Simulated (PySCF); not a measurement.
Atom-mapped SMILES (the numbers label the heavy atoms): `[BH3-:1][PH3+:2]` (H(Xn): hydrogen on atom n).

Geometry: PBE0-D3(BJ)/def2-SVP; GIAO absolute shieldings from PySCF 2.14.0 with density-fitted response routines, gas phase, non-relativistic, averaged over equivalent atoms.

At BHandHLYP/pcSseg-2 (163 basis functions, 5.5 s wall time on 1 thread of an Arm Neoverse V2, shared host):
```json
{"atoms": "B1", "σ (ppm)": "150.3"}
{"atoms": "P2", "σ (ppm)": "429.1"}
{"atoms": "H(P2)", "σ (ppm)": "27.34"}
{"atoms": "H(B1)", "σ (ppm)": "30.45"}
```

Problem. Estimate the result of repeating the calculation with CAM-B3LYP/pcSseg-2.

Solution. 
| atoms | σ at CAM-B3LYP/pcSseg-2 | change |
| --- | --- | --- |
| B1 | 149.1 | -1.2 |
| P2 | 422.3 | -6.8 |
| H(P2) | 27.18 | -0.16 |
| H(B1) | 30.31 | -0.14 |

The largest change is at P2 (phosphorus bonded to B, 3 H). Cost: 163 basis functions, 7.3 s wall time on 1 thread of an Arm Neoverse V2, shared host.
